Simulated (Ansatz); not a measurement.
## Energy profile

The step: CH₅BO ([CH3][BH][OH]) → CH₃B ([BH][CH2]) + H₂O (still joined by a long B–O bond); bonds formed: O2–H4; bonds broken: C3–H4; bonds weakened to dative contacts: B1–O2 (atoms numbered as in the saddle structure below).

```
8
angstrom
B -0.6776 -0.1475 -0.2740
O 0.3151 -1.3610 -0.2443
C 0.0849 0.9795 0.2092
H 0.8259 -0.3027 -0.3379
H -1.6690 -0.3234 -0.9036
H 0.4203 -1.7595 0.6286
H -0.1643 2.0036 -0.0480
H 0.8646 0.9108 0.9701
```

Electronic energies by CCSD(T) at an estimated basis limit (MP2 extrapolated from triple and quadruple zeta, plus CCSD(T) − MP2 in triple zeta), on PBE0-D4/def2-TZVP structures; CH$_{5}$BO, singlet; no counterpoise correction. Ansatz 0.2.0; basis: def2-TZVPP and def2-QZVPP; cores frozen in the correlated methods. Extrapolation: Hartree–Fock as exp(−7.88 √X), correlation as X^−2.97.

(1) Give the profile in kJ/mol, counted from the start structure. (An estimate is asked for; the value comes from the calculation.)

T1 diagnostic: at most 0.014.

Answers

(1) The calculation gives:
```
                                                                                                   point  kJ/mol
                                                                                         start structure     0.0
                                                                                                  saddle   343.1
                                                                                           end structure   272.7
separated: CH$_{3}$B (linked as [BH][CH2]; B1, C3, H5, H7, H8; singlet) + H$_{2}$O (O2, H4, H6; singlet)   338.5
```

For scale, one of the runs: CCSD(T)/def2-TZVPP, 163 basis functions, launched by `ansatz run in.yaml --threads 2 --pin off --events-out ev --progress --plain --max-ram 4352MiB`. Time: 23 s of wall clock on 2 CPU threads of an Arm Neoverse V1; the host was shared. Peak host memory: 1.3 GiB.
